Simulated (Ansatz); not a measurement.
Geometry optimisation, RKS PBE/def2-TZVP in Ansatz.

input.yaml

```yaml
crystal:
  periodic: [false, false, false]
  atoms:
    - { symbol: H, position_ang: [1.0061, -0.2636, -1.2706] }
    - { symbol: O, position_ang: [0.1891, -0.9399, -0.5625] }
    - { symbol: C, position_ang: [-0.0105, 0.1634, 0.0697] }
    - { symbol: O, position_ang: [-0.8394, 0.2517, 1.0734] }
    - { symbol: S, position_ang: [0.9227, 1.3888, -0.5705] }
    - { symbol: H, position_ang: [-1.268, -0.6004, 1.2604] }
basis:
  gaussian: { orbitals: def2-TZVP }
hamiltonian:
  xc: pbe
relax:
  f_tol: 0.15
  max_steps: 25
  restrain:
    - { distance: [4, 0], at: 1.36, k: 30.0 }
    - { distance: [1, 0], at: 2.27, k: 30.0 }
output:
  orbitals: {}
```

Command:

```bash
$ ansatz run input.yaml --threads 4 --pin off --max-ram 5120MiB --backend cpu --events-out ev --progress --plain --runs-dir out
```

Question: Where does it end, and by what steps?

Answer: The run converged. The restraints hold the end off the free minimum; the threshold counts their pulls, which the force column leaves out. Restrained pairs: H1–S5 (1.80 → 1.36 Å), H1–O2 (1.28 → 2.29 Å). After 7 steps the energy has fallen by 1.260 eV (the restraints' own energy left out); H1 moved furthest, 0.66 Å.

```tsv
step	energy less start (eV)	largest force component (eV/Å)	accepted
0	0.0000	1.227	yes
1	-0.0448	4.009	yes
2	-0.5679	5.396	yes
3	-1.0601	3.217	yes
4	-1.0493	2.063	no
5	-1.2178	1.670	yes
6	-1.2399	1.063	yes
7	-1.2601	0.441	yes
```

```xyz
6
Properties=species:S:1:pos:R:3
H 1.348 0.265 -1.480
O -0.032 -1.215 -0.411
C -0.070 -0.095 0.047
O -0.835 0.311 1.087
S 0.916 1.219 -0.618
H -1.328 -0.485 1.375
```

Time of the run: 14 s on 4 threads of Arm Neoverse N1, with other jobs on the host, peak memory 0.23 GiB.
